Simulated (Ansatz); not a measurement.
Consider the hydrogenolysis of a C–Cl bond: `C=C=C(O)Cl` + H₂ → `C=C=CO` + HCl.

Calculated with Ansatz (gas phase, PBE0-D4/def2-TZVP geometries, no zero-point term in ΔE). CCSD(T)/CBS is the MP2 limit (def2-TZVPP, def2-QZVPP) plus CCSD(T) − MP2 in def2-TZVPP, frozen cores. This one scheme is used for every species. DFT in def2-TZVPP. B3LYP here is the variant with VWN-RPA as its local correlation; programs differ in this. Each species was taken in one conformer, which may not be the lowest.

```tsv
level	ΔE (kJ/mol)	difference from CCSD(T)/CBS
LDA (SPW92)	-72.8	14.7
PBE0-D4	-83.0	4.5
B3LYP-D4	-83.0	4.5
r2SCAN0-D4	-85.5	2.0
CAM-B3LYP-D4	-88.5	-1.0
revPBE	-80.8	6.7
HF/def2-SVP	-120.9	-33.4
CCSD/def2-SVP	-97.5	-10.0
SCS-MP2/def2-TZVPP	-86.6	0.9
SCS-MP2/def2-QZVPP	-86.0	1.5
CCSD(T)/CBS	-87.5	0
```

Q: What do rigid-rotor, harmonic-oscillator terms from PBE0-D4/def2-TZVP frequencies (298.15 K, 1 bar) make of the CCSD(T)/CBS value? (Best estimate.)

A: Computed: ΔZPE = +16.3 kJ/mol, ΔH = -73.9 kJ/mol, ΔS = 22 J/(mol·K), ΔG = -80.6 kJ/mol.

Largest T1 diagnostic among the species: 0.013.

Leaving LDA and LC-ωPBE aside and taking each functional with its dispersion term where it has one, the values, not all of them listed here, spread over 23.9 kJ/mol, from BHLYP-D4 to revPBE-D4. LDA lies +5.6 kJ/mol from PBE without D4. From PBE to PBE0 (25 % exact exchange), in def2-TZVPP and without D4, ΔE moves by −8.6 kJ/mol. At CCSD(T), def2-SVP lies −4.3 kJ/mol from the extrapolated value and def2-TZVPP −1.7 kJ/mol.
